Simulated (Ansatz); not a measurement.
**Pressure series in GaP**

Base system: GaP in the zinc blende structure (space group F-43m, No. 216; a = 5.391 Å).

Cell and atoms are relaxed at each pressure.

Calculations: DFT with LDA, PAW potentials and a 420 eV plane-wave cutoff in Ansatz (an electronic-structure program), no spin-orbit coupling.

| P (GPa) | V (Å³/atom) |
|---|---|
| -1.99 | 20.049 |
| -0.99 | 19.810 |
| 0.90 | 19.396 |
| 2.10 | 19.157 |
| 4.49 | 18.723 |
| 8.99 | 18.026 |
| 14.99 | 17.267 |
| 22.48 | 16.500 |
| 29.99 | 15.869 |

Q: Fit a third-order Birch–Murnaghan equation of state.

A: Least squares on P(V) = (3B₀/2)[(V₀/V)^(7/3) − (V₀/V)^(5/3)]·[1 + (3/4)(B₀′ − 4)((V₀/V)^(2/3) − 1)] gives V₀ = 19.59 Å³/atom, B₀ = 91 GPa and B₀′ = 4.3.

Measured bulk modulus of GaP: 89.6 GPa (static lattice; corrected from measurement; as listed in Daniel Mejia-Rodriguez, S. B. Trickey, Phys. Rev. B (2018)); the computed value is 1 % above it.

Load acts through the strain it causes; cell and atoms are relaxed under it. Whether these cells are dynamically stable was not tested. Measured, GaP leaves this structure (for a Cmcm phase) near 26 GPa (temperature not stated; as listed in Datta, Sujoy, Jana, Debnarayan, arXiv (2020)).
